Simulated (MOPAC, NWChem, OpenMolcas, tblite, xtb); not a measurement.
## A ladder of methods for B2PH5 (SMILES BPB)

B2PH5: 8 atoms, total charge 0, spin state singlet. As SMILES, `BPB`. The coordinates come from a GFN2-xTB relaxation.

Quantity: the dipole moment, in D. The values are calculated.

| level | kind | program | value (D) | CPU time |
| --- | --- | --- | --- | --- |
| MNDO | semi-empirical | MOPAC | 0.58 | under 2 s |
| PM7 | semi-empirical | MOPAC | 0.37 | under 2 s |
| GFN2-xTB | semi-empirical | xtb | 0.68 | under 2 s |
| IPEA1-xTB | semi-empirical | tblite | 1.31 | under 2 s |
| HF/STO-3G | Hartree–Fock | NWChem | 0.81 | 1.3 s |
| HF/3-21G | Hartree–Fock | OpenMolcas | 0.41 | 2.3 s |
| HF/def2-SVP | Hartree–Fock | OpenMolcas | 0.61 | 6.6 s |
| HF/pcseg-2 (RICD fitting) | Hartree–Fock | OpenMolcas | 0.54 | 28 s |
| BP86/6-31++G** (spherical functions) | GGA | OpenMolcas | 0.78 | 11 s |
| B3LYP/6-31G* (spherical functions) | global hybrid | OpenMolcas | 0.69 | 18 s |

The values span 0.37 to 1.31 D. Magnitudes only: a small dipole may point the other way at some levels. Sets without polarisation functions give poor dipoles. CPU times are rough (shared hosts, several kinds of processor): they show what a rung costs within a factor of a few.
